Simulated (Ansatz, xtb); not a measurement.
**Relative energy of two isomers of HOSSi+**

Structure X is `[Si]=[O+]S`, a singlet and structure Y is `O[Si]#[S+]`, a singlet. Both are isolated ions in the gas phase, relaxed with PBE0-D3(BJ)/def2-SVP; the shapes shown needn't be the lowest conformers.

X (Å):

```tsv
atom	x (Å)	y (Å)	z (Å)
O	0.4061	-0.2168	-0.1524
S	-0.0702	-0.3005	-1.7733
Si	0.8441	0.0976	1.3281
H	-0.0921	-1.6560	-1.7924
```

Y (Å):

```yaml
atoms:
  - { symbol: O, position_ang: [-1.7475, -0.3959, -0.3653] }
  - { symbol: S, position_ang: [-3.8748, 1.4374, 1.6228] }
  - { symbol: Si, position_ang: [-2.6950, 0.3984, 0.5755] }
  - { symbol: H, position_ang: [-1.1234, -1.1335, -0.4507] }
```

Quicker runs give these differences E(Y) − E(X): GFN2-xTB −33.5 kcal/mol; HF/STO-3G +44.2 kcal/mol (at GFN2-xTB geometries); r2SCAN-D4/def2-SVP −22.8 kcal/mol (at GFN2-xTB geometries).

Task: Estimate which is lower in electronic energy at CCSD(T)/def2-TZVPP, and by roughly how much.

Result: The CCSD(T)/def2-TZVPP calculation puts structure Y lower, by 20.8 kcal/mol.

The same difference at several levels:

| level | geometry | E(Y) − E(X) (kcal/mol) | departure from the last row (kcal/mol) | job, with rough time for the two |
| --- | --- | --- | --- | --- |
| GFN2-xTB | GFN2-xTB | −33.5 | −12.7 | optimisation, 0.15 s |
| HF/STO-3G | GFN2-xTB | +44.2 | +65.0 | single point, 0.16 s |
| r2SCAN-D4/def2-SVP | GFN2-xTB | −22.8 | −2.0 | single point, 1.3 s |
| PBE0-D3(BJ)/def2-SVP | PBE0-D3(BJ)/def2-SVP | −20.2 | +0.6 | optimisation, 16 s |
| HF/def2-TZVPP | PBE0-D3(BJ)/def2-SVP | −16.2 | +4.6 | part of the CCSD(T) run |
| MP2/def2-TZVPP | PBE0-D3(BJ)/def2-SVP | −26.4 | −5.6 | part of the CCSD(T) run |
| CCSD(T)/def2-TZVPP | PBE0-D3(BJ)/def2-SVP | −20.8 |  | single point, 10 s |

As drawn, Y has 1 O–Si, 1 S≡Si, 1 O–H in place of 1 O=Si, 1 O–S, 1 S–H.

HF/STO-3G puts the two in the other order. The largest departure from CCSD(T)/def2-TZVPP is that of HF/STO-3G, 65.0 kcal/mol.

With harmonic frequencies from PBE0-D3(BJ)/def2-SVP (ideal gas, rigid rotor, one conformer each, 298.15 K, 1 atm): on the last row, ΔE + ΔZPE = −19.8, ΔH = −19.7, ΔG = −19.3 kcal/mol.

The T1 diagnostic of structure X is large, so the coupled-cluster value is less sure. The correlated steps freeze 11 core orbitals. Mirror images aren't counted in ΔG. Run with Ansatz 0.2.0, xtb 6.7.1; the last row on 1 thread of Intel(R) Xeon(R) 6975P-C (Granite Rapids) on a shared host.
